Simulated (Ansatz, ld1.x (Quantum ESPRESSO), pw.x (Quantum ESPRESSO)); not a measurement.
Zr (Z = 40): does the TM potential hold in the solid?

```
Element                 : zirconium
Generator               : ld1.x (Quantum ESPRESSO) 7.5
Type                    : norm-conserving Troullier–Martins (Kleinman–Bylander form)
Functional              : LDA (PW92)
Relativity              : scalar-relativistic
Frozen core             : [Kr]
Valence charge          : 4
Reference configuration : 4d2 5s1.5 5p0 (charge +0.5)
Partial waves           : 5s (bound): rc 2.70 bohr; 5p (bound, empty): rc 4.00 bohr; 4d (bound): rc 2.25 bohr
Local potential         : the d channel
Core correction         : none
```

Atomic tests: cutoffs needed: 25 Ry and 35 Ry (the cutoffs (Ry, on a coarse ladder) from which the occupation-weighted sum of valence levels, in a spherical-Bessel basis at the reference potential, stays within 10 and 1 mRy of its value at 400 Ry); ghost test: ghost states, extra bound levels that the all-electron valence spectrum of the same l lacks: s at -53.6 eV, p at -15.2 eV; a true bound ghost makes a file unfit for plane-wave use (spherical-Bessel basis up to 400 Ry, 20 bohr box); configuration tests: 1 of 9 tests not solved or not reliable.

Crystal test: diamond Zr in pw.x 7.5, no spin, 8³ k-points, Fermi–Dirac smearing 0.01 Ry, cutoffs 45/180 Ry. The reference is all-electron LAPW (Ansatz 0.2.0) with the same functional, mesh and smearing; V0 and B0 come from Birch–Murnaghan fits to the pressures at five volumes. Errors are pseudo minus all-electron; Δ is the rms difference of the E(V) curves that follow from these fits, minima aligned, over ±6 % about the mean V0. Mesh and smearing are coarse, so the numbers serve the comparison and aren't converged zero-temperature values; the lattice is a test structure that the element need not adopt.

All-electron: a0 = 6.063 Å (V0 = 27.86 Å³/atom), B0 = 39.1 GPa.

Task: How far does the potential miss the all-electron equation of state?

Result: mean pressure error (GPa): +15.18. The pressure does not cross zero within the volumes sampled, so no fit is given. The largest radius (4.00 bohr) exceeds half the bond length (2.48 bohr), so the spheres overlap, which is one possible source of error among others. This is a poor potential for the solid. Note: ghost states, extra bound levels that the all-electron valence spectrum of the same l lacks: s at -53.6 eV, p at -15.2 eV. A true bound ghost makes a file unfit for plane-wave use. Atomic configuration tests: 1 of 9 tests not solved or not reliable.

| V (Å³/atom) | P all-electron (GPa) | P pseudo (GPa) |
| --- | --- | --- |
| 26.466 | 2.16 | 15.48 |
| 27.163 | 1.01 | 15.37 |
| 27.859 | -0.00 | 15.27 |
| 28.555 | -0.93 | 15.17 |
| 29.252 | -1.79 | 15.04 |

Task: At the middle volume, how do free energy and pressure move when the wave cutoff is lowered (ecutrho kept at four times it)?

Result:

| cutoff (Ry) | shift of F (meV/atom) | shift of P (GPa) |
| --- | --- | --- |
| 20 | +166.1 | -4.27 |
| 27 | +40.8 | +0.44 |
| 36 | +30.0 | +0.22 |

Input at the middle volume:

```
&control
  calculation='scf', prefix='x', pseudo_dir='./', outdir='./tmp', tstress=.true., disk_io='low'
/
&system
  ibrav=0, nat=2, ntyp=1, ecutwfc=45, ecutrho=180, nbnd=11,
  occupations='smearing', smearing='fd', degauss=0.01
/
&electrons
  conv_thr=1e-09, mixing_beta=0.4, electron_maxstep=70
/
ATOMIC_SPECIES
Zr 1.0 Zr.UPF
CELL_PARAMETERS angstrom
  0.00000000 3.03148326 3.03148326
  3.03148326 0.00000000 3.03148326
  3.03148326 3.03148326 0.00000000
ATOMIC_POSITIONS crystal
Zr 0.0000 0.0000 0.0000
Zr 0.2500 0.2500 0.2500
K_POINTS automatic
8 8 8 0 0 0
```

```bash
pw.x < Zr.scf.in > Zr.scf.out
```

Lines of the output:

```
Message from routine setup:
     using ibrav=0 with symmetry is DISCOURAGED, use correct ibrav instead
     lattice parameter (alat)  =       8.1016  a.u.
     unit-cell volume          =     376.0037 (a.u.)^3
     number of electrons       =         8.00
     number of Kohn-Sham states=           11
     kinetic-energy cutoff     =      45.0000  Ry
     charge density cutoff     =     180.0000  Ry
     scf convergence threshold =      1.0E-09
     Exchange-correlation= PW
     number of k points=    29  Fermi-Dirac smearing, width (Ry)=  0.0100
     iteration #  1     ecut=    45.00 Ry     beta= 0.40
     total energy              =     -22.79895718 Ry
     estimated scf accuracy    <       7.82425387 Ry
     iteration #  2     ecut=    45.00 Ry     beta= 0.40
     total energy              =     -22.73808156 Ry
     estimated scf accuracy    <       1.22425730 Ry
     iteration #  3     ecut=    45.00 Ry     beta= 0.40
     total energy              =     -22.70895200 Ry
     estimated scf accuracy    <       0.15451671 Ry
     iteration #  4     ecut=    45.00 Ry     beta= 0.40
     total energy              =     -22.72643768 Ry
     estimated scf accuracy    <       0.00451834 Ry
     iteration #  5     ecut=    45.00 Ry     beta= 0.40
     total energy              =     -22.72874697 Ry
     estimated scf accuracy    <       0.00013107 Ry
     iteration #  6     ecut=    45.00 Ry     beta= 0.40
     total energy              =     -22.72880046 Ry
     estimated scf accuracy    <       0.00002086 Ry
     iteration #  7     ecut=    45.00 Ry     beta= 0.40
     total energy              =     -22.72880505 Ry
     estimated scf accuracy    <       0.00000138 Ry
     iteration #  8     ecut=    45.00 Ry     beta= 0.40
     total energy              =     -22.72880538 Ry
     estimated scf accuracy    <          1.0E-08 Ry
     iteration #  9     ecut=    45.00 Ry     beta= 0.40
     total energy              =     -22.72880540 Ry
     estimated scf accuracy    <          2.2E-09 Ry
     iteration # 10     ecut=    45.00 Ry     beta= 0.40
     the Fermi energy is     5.9024 ev
!    total energy              =     -22.72880540 Ry
     estimated scf accuracy    <          1.7E-11 Ry
     smearing contrib. (-TS)   =      -0.00699654 Ry
     The total energy is F=E-TS. E is the sum of the following terms:
     one-electron contribution =      -6.88799717 Ry
     hartree contribution      =       5.72666720 Ry
     xc contribution           =      -6.51532496 Ry
     ewald contribution        =     -15.04515394 Ry
     convergence has been achieved in  10 iterations
          total   stress  (Ry/bohr**3)                   (kbar)     P=      152.72
```

The run at the middle volume (29 k-points, 10 iterations) took about 11 s on one core of a shared host (Neoverse-V1, 32 threads, 247 GiB, load 11).
